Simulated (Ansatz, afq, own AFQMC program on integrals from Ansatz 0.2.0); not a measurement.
## Where AFQMC and coupled cluster stand for GaCN, singlet

```xyz
3

C     0.0000    0.0000   -1.4325
N     0.0000    0.0000   -0.2572
Ga    0.0000    0.0000    1.6896
```

Connectivity, by distances: C–N–Ga.

Basis cc-pVDZ. Noble-gas cores (and the filled d shells of Ga–Kr and In–Xe) are frozen. Ansatz 0.2.0 and our own AFQMC program on the same integrals; the CISD trial comes from CCSD amplitudes, and released means the phaseless constraint is let go. Uncertainties: one standard error, sampling alone. No spin–orbit coupling.

Determinant: RHF, the one that the program's search chose, which needn't be the lowest solution. The geometry is a point of a scan.

No full CI on the walks' own integrals is used here; CCSDT(Q) serves as the reference and is uncertain by about the last step of the cluster series.

Cautions: no relativity below Rb; no spin-orbit coupling; inner d shell frozen.

The T1 diagnostic is 0.0168. The weight of the determinant in the CISD state is 0.850 and the size of the correlated space is 12 electrons in 39 orbitals.

| level | correlation energy (eV) |
| --- | --- |
| MP2 | -8.2271 |
| CCSD | -8.7752 |
| CCSD(T) | -9.1465 |

Task: Estimate where phaseless AFQMC with the Hartree–Fock trial lies against CCSD(T) on the same integrals.

Result: 77.3 ± 66.1 meV below CCSD(T). The gap is under twice the noise, so this walk alone can't tell the two apart.

Reference: CCSDT(Q), correlation energy -9.193 eV. The released energy is read at 2.40 1/Eh (meV from the phaseless value at times in 1/Eh: -45 ± 20 at 0.24, -63 ± 18 at 0.51, -51 ± 20 at 0.99, -69 ± 29 at 1.62, -39 ± 31 at 2.40).

```json
{"level": "CCSD(T)", "E − E(reference) (meV)": "46.3", "share of correlation (%)": "99.50"}
{"level": "CCSDT", "E − E(reference) (meV)": "33.3", "share of correlation (%)": "99.64"}
{"level": "ph-AFQMC/HF", "E − E(reference) (meV)": "-31.0 ± 66.1", "share of correlation (%)": "100.34"}
{"level": "ph-AFQMC/CISD", "E − E(reference) (meV)": "32.8 ± 20.6", "share of correlation (%)": "99.64"}
{"level": "released AFQMC", "E − E(reference) (meV)": "-6.4 ± 30.7", "share of correlation (%)": "100.07"}
```

A walk keeps the symmetry of its determinant, which the program's search chose and which needn't be the lowest solution, so a lower state of the same spin and another symmetry isn't excluded. Released energies are given only where the last usable release times agree within the noise; a slower fall can still hide under it.
